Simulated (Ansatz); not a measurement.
Compare A (`C#CCNCO`) with its isomer B (`CC(=N)C(C)=O`).

Gas-phase electronic energies from Ansatz, PBE0-D4/def2-TZVP geometries. CCSD(T)/CBS is the MP2 limit (def2-TZVPP, def2-QZVPP) plus CCSD(T) − MP2 in def2-TZVPP, frozen cores. Functionals use def2-TZVPP. B3LYP here is the variant with VWN-RPA as its local correlation; programs differ in this. One conformer a species, not always the lowest.

A:

```xyz
13

C    -1.296    0.465   -2.321
C    -0.310    0.227   -1.678
C     0.869   -0.036   -0.850
N     0.736    0.332    0.547
C    -0.294   -0.389    1.257
O    -0.188   -0.150    2.630
H    -2.167    0.671   -2.897
H     1.112   -1.102   -0.905
H     1.726    0.497   -1.271
H     0.567    1.329    0.629
H    -1.315   -0.094    0.983
H    -0.172   -1.454    1.010
H     0.734   -0.297    2.866
```

B:

Z-matrix (Å, degrees):
```
C
C 1 1.493
H 1 1.092 2 110.3
H 1 1.092 2 110.3 3 -116.8
H 1 1.090 2 110.9 3 121.6
N 2 1.268 1 127.2 3 -121.5
C 2 1.516 1 115.9 3 58.5
H 6 1.021 2 111.0 1 -0.0
C 7 1.496 2 117.7 1 -179.9
O 7 1.208 2 119.1 1 0.1
H 9 1.092 7 110.1 2 58.8
H 9 1.088 7 109.3 2 -179.5
H 9 1.092 7 110.2 2 -57.7
```

**Question.** Which is lower in electronic energy at CCSD(T)/CBS, and by how much? (Best estimate.)

**Answer.** Computed: B, by 43.1 kcal/mol.

**Question.** Give E(B) − E(A) in kcal/mol with HF/def2-TZVPP, r2SCAN-D4, B2PLYP, B3LYP, CCSD(T)/def2-TZVPP, PBE0-D4, ωB97M-V. (Estimate.)

**Answer.** Ansatz gave: HF/def2-TZVPP -45.0, r2SCAN-D4 -48.5, B2PLYP -44.9, B3LYP -45.9, CCSD(T)/def2-TZVPP -44.5, PBE0-D4 -46.7, ωB97M-V -45.3. None reverses the order clearly.

Largest T1 diagnostic: 0.013.

From PBE to PBE0 (25 % exact exchange), in def2-TZVPP and without D4, E(B) − E(A) moves by +1.1 kcal/mol. The D4 term adds −0.7 kcal/mol with B3LYP and −0.4 kcal/mol with PBE0; it sums over pairs of atoms, weighted by their polarisabilities, and B3LYP, whose exchange is more repulsive, gets the larger term.
